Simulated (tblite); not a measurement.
Run record: molecular-dynamics run, `N#C[SiH3]`.

Computed with GFN2-xTB (tblite), gas phase: Langevin dynamics at 200 K from the optimised GFN2-xTB geometry, time step 0.5 fs, friction 0.01 fs⁻¹, 2000 steps. A driver script takes a list of jobs; this job's settings line and coordinates (Å) are shown. «temperature» is in K, «steps» counts time steps and «every» is the stride of the printed frames; «frames» go on to single points.

Command:
```bash
OMP_NUM_THREADS=1 python probes_run.py task.json out
```

Input:
```
{"job": {"kind": "md", "xc": "GFN2-xTB", "basis": "xTB", "temperature": 200, "steps": 2000, "every": 50, "frames": 5}, "charge": 0, "multiplicity": 1}
N      2.403680    -0.024312     0.038525
C      1.258426    -0.013196     0.018776
Si    -0.607826     0.006421    -0.014097
H     -1.010110    -0.987997    -1.006707
H     -0.996394     1.362997    -0.394483
H     -1.044653    -0.341923     1.336412
```

Output:
```
t/fs     T/K      E/eV
    0.0    92.4   -224.91568
   25.0    97.2   -224.87268
   50.0   183.6   -224.89405
   75.0   197.4   -224.88355
  100.0   146.5   -224.82784
  125.0   171.8   -224.80886
  150.0   204.1   -224.85418
  175.0   106.6   -224.80578
  200.0   153.9   -224.85577
  225.0   156.1   -224.83383
  250.0   144.3   -224.84162
  275.0    79.2   -224.78328
  300.0   122.6   -224.82081
  325.0   225.7   -224.84095
  350.0   153.3   -224.81646
  375.0   171.2   -224.86573
  400.0   186.1   -224.86980
  425.0   117.4   -224.82384
  450.0   162.2   -224.82788
  475.0   192.6   -224.80164
  500.0   291.9   -224.82919
  525.0   239.0   -224.80206
  550.0   208.2   -224.82702
  575.0   163.5   -224.77857
  600.0   225.5   -224.78079
  625.0   258.7   -224.77213
  650.0   231.3   -224.80485
  675.0   298.4   -224.80872
  700.0   190.3   -224.76691
  725.0   249.4   -224.78141
  750.0   334.9   -224.83976
  775.0   146.6   -224.79217
  800.0   227.4   -224.85326
  825.0   131.0   -224.83359
  850.0   128.8   -224.83618
  875.0   164.4   -224.87820
  900.0   269.7   -224.82928
  925.0   245.6   -224.85825
  950.0   107.1   -224.80853
  975.0   183.3   -224.85797
 1000.0   118.8   -224.86416
```

E is the potential energy; T comes from the kinetic energy over all 3N coordinates.

**Question.** Sum up the printed frames.

**Answer.** 41 frames over 1000 fs. T runs from 79 K (275 fs) to 335 K (750 fs), with a mean of 182 K over all frames and 210 K from 500 fs on. E starts at -224.916 eV, peaks 0.149 eV above that at 700 fs, and averages 0.096 eV above it from 500 fs on.

**Question.** Give the last frame.

**Answer.** 0.05 Å rms from the start after alignment:
```
atom  x, y, z in Å  |  force x, y, z in eV/Å
N1      2.054    0.097   -0.376    1.076   0.737  -0.274
C2      1.190   -0.592   -0.120   -1.620  -1.032   0.334
Si3    -0.347   -1.630    0.275    0.513  -0.459  -0.591
H4     -0.852   -1.164    1.531   -0.242   0.357   0.506
H5      0.082   -3.037    0.468   -0.005   0.348  -0.180
H6     -1.313   -1.501   -0.836    0.279   0.049   0.204
```

**Question.** How long does this job take on an Arm Neoverse N1 with one thread, on a shared host? And the peak memory of the process?

**Answer.** About 6.3 s, with 0.18 GiB resident at the peak, the Python interpreter and its libraries included.
